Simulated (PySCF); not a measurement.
SMILES O=[O+][O-] (O₃ (anion, charge -1)), doublet, B3LYP/def2-SVP optimised geometry.

```
3

O      0.97    -0.61     0.00
O     -0.38    -0.61     0.00
O     -0.97     0.61     0.00
```

Density from unrestricted B3LYP/def2-TZVPD (PySCF) at that geometry.

Minimum of the electron density along straight lines between bonded atoms, close to the bond critical point (lines longer than 1.1 times the sum of covalent radii, or with two minima, are not listed):

```json
[
 {"bond": "O1–O2", "length / Å": "1.346", "ρ at the minimum / e bohr⁻³": "0.365", "∇²ρ there / e bohr⁻⁵": "-0.06", "position (fraction from the first atom)": "0.48"},
 {"bond": "O2–O3", "length / Å": "1.346", "ρ at the minimum / e bohr⁻³": "0.365", "∇²ρ there / e bohr⁻⁵": "-0.06", "position (fraction from the first atom)": "0.52"}
]
```
